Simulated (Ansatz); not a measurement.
Mulliken charges of F₂S₂, SMILES `FSSF` from r2SCAN/def2-TZVPP in Ansatz (PBE0-D4/def2-TZVP geometry).

```json
{"atom": "F1", "x (Å)": "-1.784", "y (Å)": "-0.199", "z (Å)": "-0.621", "charge (e)": "-0.225"}
{"atom": "S2", "x (Å)": "-0.467", "y (Å)": "0.765", "z (Å)": "-0.632", "charge (e)": "0.225"}
{"atom": "S3", "x (Å)": "1.045", "y (Å)": "-0.277", "z (Å)": "-0.185", "charge (e)": "0.225"}
{"atom": "F4", "x (Å)": "1.207", "y (Å)": "-0.289", "z (Å)": "1.438", "charge (e)": "-0.225"}
```

Problem. By hand: the dipole of these point charges (1 e Å = 4.8032 D).

Solution. Σ q r = (0.260, 0.220, -0.368) e Å, of length 0.501 e Å = 2.41 D.

Problem. How does the dipole of the full density compare? (An estimate is asked.)

Solution. The calculation gave: (0.141, 0.119, -0.200) e Å, 1.31 D; the point charges give 1.84 times that, at 0° from its direction.

Point charges leave out the atoms' own dipoles, such as those of lone pairs, and Mulliken's split depends on the basis, so the two needn't agree.
